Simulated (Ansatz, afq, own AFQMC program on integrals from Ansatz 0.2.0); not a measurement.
## GeNH$_{2}$, quartet in cc-pVDZ, levels against CCSDT(Q)

```xyz
4

Ge   -0.0637    0.0000    0.8250
N     0.2279    0.0000   -4.4660
H     0.7133   -1.2582    1.3042
H     0.7133    1.2582    1.3042
```

Connectivity, by distances: GeH2 ··· N.

Basis cc-pVDZ. Noble-gas cores (and the filled d shells of Ga–Kr and In–Xe) are frozen. Ansatz 0.2.0 and our own AFQMC program on the same integrals; the CISD trial comes from CCSD amplitudes, and released means the phaseless constraint is let go. Uncertainties: one standard error, sampling alone. No spin–orbit coupling.

Determinant: ROHF, the one that the program's search chose, which needn't be the lowest solution. The geometry is a point of a scan.

No full CI on the walks' own integrals is used here; CCSDT(Q) serves as the reference and is uncertain by about the last step of the cluster series.

Cautions: no relativity below Rb; no spin-orbit coupling; inner d shell frozen; lower spins were not checked; the released energies move by 1.5 errors or more from one time to the next, so no released level is given (meV from the phaseless value at times in 1/Eh: -11 ± 8 at 0.24, -11 ± 9 at 0.51, -26 ± 10 at 0.99, -16 ± 10 at 1.62, -33 ± 10 at 2.40), though the last usable value meets CCSDT(Q) within the noise.

```
T1 diagnostic                               : 0.0119
weight of the determinant in the CISD state : 0.891
size of the correlated space                : 11 electrons in 36 orbitals
```

```csv
level,correlation energy (eV)
MP2,-4.2455
CCSD,-5.4049
CCSD(T),-5.4757
```

Problem. Estimate where phaseless AFQMC with a CISD trial lies against CCSD(T) on the same integrals.

Solution. 0.17 ± 0.15 kcal/mol below CCSD(T). The gap is under twice the noise, so this walk alone can't tell the two apart.

Reference: CCSDT(Q), correlation energy -5.497 eV.

| level | E − E(reference) (kcal/mol) | share of correlation (%) |
| --- | --- | --- |
| CCSD(T) | 0.48 | 99.62 |
| CCSDT | 0.07 | 99.95 |
| ph-AFQMC/CISD | 0.31 ± 0.15 | 99.75 |

A walk keeps the symmetry of its determinant, which the program's search chose and which needn't be the lowest solution, so a lower state of the same spin and another symmetry isn't excluded.
